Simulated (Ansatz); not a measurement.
CH3P (phosphethene): the vertical ionisation energy from total energies

CH3P has 5 atoms, charge 0, and is taken as a singlet. As SMILES, `C=P`. The shape is that of a GFN2-xTB optimisation.

Both states at this one shape; open shells run unrestricted unless said. 1 Eh = 27.2114 eV.

| level | program | singlet CH3P (Eh) | doublet CH3P+ (Eh) |
| --- | --- | --- | --- |
| revPBE/STO-3G | Ansatz | -376.794474 | -376.490807 |
| PBE0/STO-3G | Ansatz | -376.692217 | -376.392872 |
| HSE06/STO-3G | Ansatz | -376.682920 | -376.383687 |

Work out the vertical ionisation energy at each level.


1. revPBE/STO-3G: -376.490807 − (-376.794474) = 0.303667 Eh = 8.26 eV.
2. PBE0/STO-3G: -376.392872 − (-376.692217) = 0.299345 Eh = 8.15 eV.
3. HSE06/STO-3G: -376.383687 − (-376.682920) = 0.299233 Eh = 8.14 eV.

No measured value is set beside it here; the levels span 8.14 to 8.26 eV. Minimal sets are far from the basis-set limit.
